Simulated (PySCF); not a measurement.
# Relaxation of singlet S₃

Method: B3LYP/[S def2-TZVP], no relativity, density fitting, PySCF. A (50,194) grid was used.

A start displaced from a saddle point along its imaginary mode, of C2v symmetry, held to at least that symmetry:

```xyz
3
charge 0 multiplicity 1, angstrom
S    -0.1200    0.0000    0.0000
S     0.0600    0.0000    2.0446
S     0.0600    0.0000   -2.0446
```

Optimiser trace:
```tsv
step	E − E(last) (kJ/mol)	largest gradient (Eh/bohr)
0	234.56	0.06867
1	131.65	0.04442
2	34.03	0.04193
3	1.27	0.00996
4	0.16	0.00438
5	0.00	0.00059
6	0.00	0.00004
```

It ends at C2v with S–S 1.923 Å (×2); S–S–S 118.1°. A frequency run shows a minimum. Other isomers or separated fragments may lie lower.

Final geometry:
```xyz
3
charge 0 multiplicity 1, angstrom
S    -0.6591    0.0000    0.0000
S     0.3295    0.0000    1.6497
S     0.3295    0.0000   -1.6497
```
